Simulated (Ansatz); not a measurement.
Reaction: C2F3N (SMILES FC(C#N)(F)F) → CF3 (SMILES F[C](F)F, doublet) + CN (SMILES [C]#N, doublet) (the C-C bond breaks)
Each species at its own B3LYP-D3(BJ)/def2-TZVP minimum (Ansatz, an electronic-structure program).

Wanted: bond dissociation energy (electronic), in kJ/mol. UHF or UKS for unpaired electrons; spin-orbit terms are left out. CBS(X,Y): correlation extrapolated as X^-3, Hartree-Fock from the larger set. A bracket is a step between two methods taken in the basis named. Functionals run without relativity, which enters their misses. Double hybrids freeze cores in their MP2 part. 'core' is core correlation in cc-pwCVTZ, 'X2C' scalar relativity in cc-pVTZ-DK, both at CCSD(T). The UHF reference of CN ([C]#N, doublet) is spin-contaminated (<S^2> up to 0.37 over the pure value in the sets run).

CCSD(T)/CBS(cc-pVTZ,cc-pVQZ) + [CCSDT(Q) - CCSD(T)]/cc-pVDZ + core + X2C (Ansatz) gives 482.8 kJ/mol.

How far off this value is PBE/def2-TZVPD (Ansatz), in which direction, and how far these levels: B3LYP/def2-TZVPD, wB97M-V/def2-TZVPD, B2PLYP/def2-TZVPD, CCSD(T)/CBS(cc-pVTZ,cc-pVQZ) + core + X2C?

PBE gives 467.5 kJ/mol, 15.3 kJ/mol below it. Differences of the others: B3LYP/def2-TZVPD (Ansatz) -16.5; wB97M-V/def2-TZVPD (Ansatz) 25.9; B2PLYP/def2-TZVPD (Ansatz) -7.1; CCSD(T)/CBS(cc-pVTZ,cc-pVQZ) + core + X2C (Ansatz) 7.6 kJ/mol.
